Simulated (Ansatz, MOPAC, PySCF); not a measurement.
Process, species as SMILES: O=C=S + C (CH4) → C=O (CH2O) + C=S (CH2S)

Property: bond separation energy (enthalpy at 298 K), in kcal/mol. Terms: PM7 with its own dispersion and hydrogen-bond terms; valence correlation only; dispersion terms only where a functional's name holds one; LANL2DZ with its own core potentials from Na on; 6-311+G** with 5d, 6d on Na to Ar in Ansatz (a quantum-chemistry and plane-wave program); no spin-orbit coupling; 6-31G* and kin with 6d, 5d where marked; non-relativistic. First-principles rows: single points at B3LYP-D3(BJ) geometries (Ansatz), with unscaled harmonic terms from B3LYP/6-31G* (Ansatz) at its own minima. Semi-empirical rows: MOPAC heats of formation at their own minima for 298 K. The Hartree-Fock reference of C=S (CH2S) is unstable towards a lower, spin-broken solution.

```tsv
level	program	bond separation energy (enthalpy at 298 K) (kcal/mol)
PM7	MOPAC	47.4
HF/6-31G*	Ansatz	50.2
PBE/STO-3G	Ansatz	76.5
PBE/6-311+G**	Ansatz	57.7
BP86/def2-SVP	PySCF	60.0
B3LYP/STO-3G	Ansatz	72.0
B3LYP/6-31G*	Ansatz	55.5
B3LYP/def2-SVP	Ansatz	57.6
PBE0/6-311+G**	Ansatz	56.3
MP2/LANL2DZ	Ansatz	53.9
PBE0/def2-TZVPD	Ansatz	57.7
```

No value to compare with is used here. The 10 habitual levels span 47.4 (PM7) to 76.5 kcal/mol (PBE/STO-3G); PBE0/def2-TZVPD gives 57.7.

The levels are drawn from those run, B3LYP/6-31G* more often than the rest, none by its result; left out are runs that failed, that the program found above a lower state of the same kind, or whose <S^2> lies over 0.5 above the pure value.
